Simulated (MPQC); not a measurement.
**AlNH4 (SMILES [H][Al]([H])[NH2]) at mPWPW91(MPQC)/3-21++G(d) (Cartesian functions)**

What is the vertical ionisation energy of AlNH4 at mPWPW91(MPQC)/3-21++G* (Cartesian functions)? 

Program for the calculation: MPQC 2.3.1.

7 further runs of the same task are left out: 1 that didn't finish, 6 set aside as unsound or not needed.

## Step 1: The system as given

AlNH4: 6 atoms, total charge 0, spin state singlet. As SMILES, `[H][Al]([H])[NH2]`. The shape comes from GFN2-xTB, which is rough for such elements, and wasn't checked as a minimum.

Bond lengths: Al1–N4 1.775 Å, Al1–H2 1.541 Å, Al1–H3 1.542 Å, N4–H5 1.014 Å, N4–H6 1.014 Å. Angles: Al1–N4–H5 127.0°, Al1–N4–H6 126.7°, H2–Al1–N4 121.7°, H3–Al1–N4 121.7°, H5–N4–H6 106.3°, H2–Al1–H3 116.6°.

## Step 2: The energy at mPWPW91(MPQC)/3-21++G(d) (Cartesian functions)

The input, job.in:

```
molecule<Molecule>: (
  symmetry = c1
  unit = bohr
  { atoms geometry } = {
    Al [ 0.77709318     1.34128981     0.00772898 ]
    H  [ 3.68712023     1.42502357     0.07600478 ]
    H  [ -0.60006363     3.90899298    -0.03887167 ]
    N  [ -0.90283555    -1.56282240    -0.01264227 ]
    H  [ -1.51901855    -2.52832127    -1.54914079 ]
    H  [ -1.44229567    -2.58418158     1.51692095 ]
  }
)
basis<GaussianBasisSet>: (
  name = "3-21++G*"
  molecule = $:molecule
  puream = no
)
mpqc: (
  checkpoint = no
  savestate = no
  restart = no
  do_energy = yes
  do_gradient = no
  optimize = no
  mole<CLKS>: (
    molecule = $:molecule
    basis = $:basis
    total_charge = 0
    memory = 1000000000
    print_evals = yes
    print_npa = yes
    maxiter = 60
    functional<StdDenFunctional>: ( name = "mPWPW91" )
    guess_wavefunction<CLHF>: (
      molecule = $:molecule
      total_charge = 0
      memory = 1000000000
      value_accuracy = 1e-3
      basis<GaussianBasisSet>: (
        name = "3-21G"
        molecule = $:molecule
      )
    )
  )
)
```

Run with:

```sh
mpqc job.in > job.out
```

What it wrote:

```text
MPQC: Massively Parallel Quantum Chemistry
[...]
  Integrated electron density error = -0.000872583382
  iter     1 energy = -298.0250463628 delta = 1.60558e-01
  Integrated electron density error = 0.019948213843
  iter     2 energy = -283.8195809228 delta = 1.73867e+01
[...]
  Integrated electron density error = 0.000023240281
  iter    18 energy = -298.1215340467 delta = 5.11255e-05
  Integrated electron density error = 0.000023255443
  iter    19 energy = -298.1215341073 delta = 1.94941e-05
  Integrated electron density error = 0.000023261759
  iter    20 energy = -298.1215341116 delta = 1.01278e-05
  Integrated electron density error = 0.000023260629
  iter    21 energy = -298.1215341120 delta = 1.31806e-06
[...]
  LUMO is    13   A =  -0.075096
  total scf energy = -298.1215341120
Value of the MolecularEnergy: -298.1215341120
[...]
        symmetry = c1
[...]
```

Wall time 14 s (1 thread of Intel Xeon at 2.50GHz (Skylake/Cascade Lake), shared host); peak memory 0.21 GiB.

## Step 3: The doublet cation at the same level

The input, mol.in:

```
% emacs should use -*- KeyVal -*- mode
molecule<Molecule>: (
   symmetry = c1
   unit = bohr
   { atoms geometry } = {
      Al [ 0.77709318   1.34128981   0.00772898 ]
      H  [ 3.68712023   1.42502357   0.07600478 ]
      H  [ -0.60006363   3.90899298  -0.03887167 ]
      N  [ -0.90283555  -1.56282240  -0.01264227 ]
      H  [ -1.51901855  -2.52832127  -1.54914079 ]
      H  [ -1.44229567  -2.58418158   1.51692095 ]
   }
)
basis<GaussianBasisSet>: (
   name = "3-21++G*"
   molecule = $:molecule
   puream = no
)
mpqc: (
   checkpoint = no
   savestate = no
   restart = no
   do_energy = yes
   do_gradient = no
   optimize = no
   mole<UKS>: (
      molecule = $:molecule
      basis = $:basis
      total_charge = 1
      multiplicity = 2
      memory = 1000000000
      print_evals = yes
      print_npa = yes
      maxiter = 60
      functional<StdDenFunctional>: ( name = "mPWPW91" )
      guess_wavefunction<UHF>: (
         molecule = $:molecule
         total_charge = 1
         multiplicity = 2
         memory = 1000000000
         value_accuracy = 1e-3
         basis<GaussianBasisSet>: (
            name = "3-21G"
            molecule = $:molecule
         )
      )
   )
)
```

Run with:

```sh
mpqc mol.in > mol.out
```

What it wrote:

```text
MPQC: Massively Parallel Quantum Chemistry
[...]
  Integrated electron density error = -0.000373785660
  iter     1 energy = -297.6969307244 delta = 1.58600e-01
  Integrated electron density error = 0.009083072145
  iter     2 energy = -287.2438422259 delta = 1.66408e+01
[...]
  Integrated electron density error = 0.000012930608
  iter    29 energy = -297.7909834834 delta = 1.71960e-05
  Integrated electron density error = 0.000012928092
  iter    30 energy = -297.7909835043 delta = 5.46228e-06
  Integrated electron density error = 0.000012927584
  iter    31 energy = -297.7909834976 delta = 3.22660e-06
  Integrated electron density error = 0.000012927521
  iter    32 energy = -297.7909834979 delta = 1.29283e-06
[...]
  <S^2>      = 0.754837
  total scf energy = -297.7909834979
Value of the MolecularEnergy: -297.7909834979
[...]
        symmetry = c1
[...]
        nbasis = 48
[...]
      nalpha = 12
      nbeta = 11
[...]
```

It took 43 s on 1 thread of Intel Xeon at 2.50GHz (Skylake/Cascade Lake), shared host; peak memory 0.21 GiB.

## Step 4: Outcome

At mPWPW91(MPQC)/3-21++G* (Cartesian functions):

| quantity | value |
| --- | --- |
| singlet AlNH4: total energy | -298.12153 Eh |
| singlet AlNH4: HOMO energy | -5.45 eV |
| singlet AlNH4: LUMO energy | -2.04 eV |
| singlet AlNH4: HOMO–LUMO gap | 3.41 eV |
| doublet cation: total energy | -297.79098 Eh |
| doublet cation: ⟨S²⟩ | 0.755 |
| vertical ionisation energy (to the doublet cation) | 8.995 eV |

What this shows: Removing an electron at fixed nuclei costs 8.99 eV (207 kcal/mol). The negative HOMO energy of the first species, 5.45 eV, lies 3.54 eV below that difference.
